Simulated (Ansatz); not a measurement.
Geometry optimisation, RKS PBE-D4/def2-SVP (Ansatz).

The input (input.yaml):

```yaml
crystal:
  periodic: [false, false, false]
  atoms:
    - { symbol: Si, position_ang: [-0.523818, -0.204712, -0.221458] }
    - { symbol: F, position_ang: [0.25549, 0.989956, 2.187433] }
    - { symbol: H, position_ang: [0.666946, -0.870033, 0.396441] }
    - { symbol: H, position_ang: [-0.263001, 1.248448, -0.488843] }
    - { symbol: H, position_ang: [-0.799569, -0.865036, -1.549289] }
    - { symbol: P, position_ang: [-2.265466, -0.42654, 1.128426] }
    - { symbol: H, position_ang: [-3.274096, -0.347382, 0.105827] }
    - { symbol: H, position_ang: [-2.226015, -1.86351, 1.149778] }
    - { symbol: H, position_ang: [-0.609072, 1.026708, 2.535785] }
basis:
  gaussian: { orbitals: def2-SVP }
hamiltonian:
  xc: pbe
  dispersion: d4
relax:
  f_tol: 0.03
  max_steps: 50
```

Command:

```bash
$ ansatz run input.yaml --threads 1 --pin off --max-ram 2048MiB --backend cpu --events-out ev --progress --plain --runs-dir out
```

Question: Where does it end, and by what steps?

Answer: The run converged. The force dipped under the threshold on the way, but the program's further checks kept it going. After 9 steps the energy has fallen by 0.118 eV; F2 moved furthest, 0.34 Å.

```csv
step,energy less start (eV),largest force component (eV/Å),accepted
0,0.0000,0.802,yes
1,-0.0297,2.163,yes
2,-0.0781,1.212,yes
3,0.0325,0.796,no
4,-0.1083,0.180,yes
5,-0.1108,0.184,yes
6,-0.1151,0.063,yes
7,-0.1172,0.017,yes
8,-0.1175,0.100,yes
9,-0.1177,0.024,yes
```

```xyz
9
Properties=species:S:1:pos:R:3
Si -0.458 -0.257 -0.328
F 0.108 1.213 2.405
H 0.772 -0.853 0.287
H -0.273 1.204 -0.608
H -0.777 -0.978 -1.611
P -2.138 -0.455 1.210
H -3.218 -0.115 0.327
H -2.311 -1.875 1.092
H -0.744 0.804 2.470
```

Whether the end is a true minimum wasn't checked by a vibrational analysis.

Run time: 22 s on 1 thread of Arm Neoverse V2 (shared host), peak memory 0.14 GiB.
